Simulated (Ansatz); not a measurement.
Input file:

```yaml
crystal:
  periodic: [false, false, false]
  atoms:
    - {symbol: C, position_ang: [-0.010612, -0.238780, 2.227223]}
    - {symbol: Ge, position_ang: [-0.011445, 0.070864, 0.399664]}
    - {symbol: Si, position_ang: [0.036519, -0.129317, -1.920227]}
    - {symbol: H, position_ang: [-0.066258, 1.341658, -1.836975]}
basis:
  gaussian: {orbitals: STO-3G}
magnetization: {spin_polarized: false, initial_magnetization: 1}
correlation: {method: sc_nevpt2, electrons: all, active_space: {window: {electrons: 7, orbitals: 6}}}
scf: {lower_state_search: off}
```

```sh
$ ansatz run in.yaml --threads 1 --pin off --events-out ev --progress --plain --max-ram 2393MiB
```

Output:

```
these checks for a lower state are left out or cut short: stability, starts, cluster_reference, orbital_swaps, neighbouring_geometries, increment
348 factors; integrals over basis functions are off by at most 2.8e-5 eV
mean field evaluation 1: about -64625.8037 eV, gradient 1.7e1 eV
mean field evaluation 2: about -64625.8296 eV, gradient 1.7e1 eV
mean field evaluation 4: about -64627.5235 eV, gradient 3.6e0 eV
mean field evaluation 8: about -64627.9365 eV, gradient 9.1e-1 eV
mean field evaluation 16: about -64627.9447 eV, gradient 2.8e-6 eV
mean field -64627.94472115 eV, -2375.0331621081 hartree, gradient 2.8e-6 eV, S^2 0.750000; 0 other end points of the search recorded, 0 dependent functions left out
reference -64627.94472115 eV, -2375.0331621081 hartree; 27, 26 occupied and 6, 7 virtual orbitals, 348 factors
state -64630.61602707 eV, -2375.1313307898 hartree
state -64630.61602707 eV, -2375.1313307898 hartree; corrected -64632.46101866 eV, -2375.1991329800 hartree
Total energy: -64632.46101866 eV, -2375.1991329800 hartree
Checks for a lower state left out: stability, starts, cluster_reference, orbital_swaps, neighbouring_geometries, increment
```

Natural occupations: 1.9874 1.7832 1.7540 1.0111 0.2530 0.2113.

Ran on 1 thread of Arm Neoverse N1, shared host: 1.6 s wall, 0.08 GiB peak host memory.
